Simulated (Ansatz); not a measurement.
**NH3 (singlet): the correlation ladder at a displaced geometry (v2), cc-pVDZ**

The task here is to estimate one member of a computed series from the others.

The runs use Ansatz 0.2.0, Gaussian basis; cc-pVDZ, core rule «outside noble gas», up to 1 orbitals frozen.

The runs, in order: UHF; CCSD(T) on RHF; BCCD(T) on RHF; CISD; CCSDT(Q) on RHF; CCSDTQ on RHF; CASSCF and MRCISD+Q, 8 electrons in 7 orbitals; CASSCF and MRCISD+Q(relaxed), 8 electrons in 7 orbitals; CASSCF and NEVPT2, 8 electrons in 7 orbitals.

14 further runs of the same task are left out: 4 that didn't finish, 10 set aside as unsound or not needed. Runs told in other sessions of the task aren't counted.

### What is computed

The geometry is a PBE0/def2-TZVP stationary point (not a proven minimum) with its atoms shifted at random (size 0.100 Å).

4 atoms, charge 0, spin multiplicity 1.

Atoms are counted from 1 here; the program's logs count them from 0.

Bond lengths: N1–H2 0.867 Å, N1–H3 1.040 Å, N1–H4 1.088 Å. Angles: H2–N1–H3 107.9°, H2–N1–H4 103.8°, H3–N1–H4 104.9°.

The first run:

Contents of in.yaml:

```yaml
crystal:
  periodic: [false, false, false]
  atoms:
    - {symbol: N, position_ang: [0.015632, 0.005551, -0.068847]}
    - {symbol: H, position_ang: [0.788945, 0.026949, 0.323159]}
    - {symbol: H, position_ang: [-0.555568, 0.789782, 0.306751]}
    - {symbol: H, position_ang: [-0.450604, -0.893873, 0.326814]}
basis:
  gaussian: {orbitals: cc-pVDZ}
magnetization: {spin_polarized: true, initial_magnetization: 0}
hamiltonian: {xc: hf}
output: {orbitals: {seedname: orbitals}}
```

On the command line:

```bash
> ansatz run in.yaml --threads 1 --pin off --events-out ev --progress --plain --max-ram 2393MiB
```

Among the steps run: UHF; CCSD(T) on RHF; BCCD(T) on RHF; CISD; CCSDT(Q) on RHF; CCSDTQ on RHF; CASSCF and MRCISD+Q, 8 electrons in 7 orbitals; CASSCF and MRCISD+Q(relaxed), 8 electrons in 7 orbitals; CASSCF and NEVPT2, 8 electrons in 7 orbitals.

One table of the session follows, with a row left open; its other results are not shown here.

It belongs to the step «Misses and costs». 

| method | from RCCSDTQ (meV) |
| --- | --- |
| RHF | +5603.7 |
| RMP2 | +562.1 |
| CISD | +346.5 |
| RCCSD | +118.4 |
| RCCSD(T) | +15.8 |
| BCCD(T) | +15.9 |
| RCCSDT | +8.5 |
| RCCSDT(Q) | -0.4 |
| RCCSDTQ | 0 |
| CASSCF valence | +3625.8 |
| NEVPT2 valence | +715.6 |
| MRCISD valence | +126.3 |
| MRCISD+Q valence | ? |
| MRCISD+Q(relaxed) valence | -18.9 |

Estimate the missing values for MRCISD+Q valence.

As computed: from RCCSDTQ (meV): -7.6. In the column «from RCCSDTQ (meV)» it lies between MRCISD+Q(relaxed) valence (-18.9) and RCCSDT(Q) (-0.4).
